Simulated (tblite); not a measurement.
Species: CH3ClO2S.
Numbering: `[CH3:1][S:2](=[O:3])(=[O:4])[Cl:5]` (hydrogens: H6, H7, H8 on C1)

The geometry is computed with GFN2-xTB (gas phase).

(1) Give the optimised bond lengths and angles.

Answers

(1) 
| bond | length (Å) | order |
| --- | --- | --- |
| C1–S2 | 1.798 | single |
| S2=O3, S2=O4 | 1.425 | double |
| S2–Cl5 | 2.046 | single |
| C1–H6, C1–H7, C1–H8 | 1.082 | single |

Bonds in one row agree within 0.01 Å and their mean is given. Orders are formal, as drawn. A selection of angles:
| angle | degrees |
| --- | --- |
| S2–C1–H6 | 107.7 |
| H6–C1–H7 | 111.9 |
| C1–S2–O3 | 110.4 |
| C1–S2–Cl5 | 100.5 |
| O3–S2–O4 | 119.3 |
| O3–S2–Cl5 | 107.2 |

S2 (sulfonyl sulfur) is distorted tetrahedral (angles from 100.5° to 119.3°).

Point group: Cs (every atom within 0.08 Å of its image). Its GFN2-xTB frequencies are all real (lowest 131 cm⁻¹).
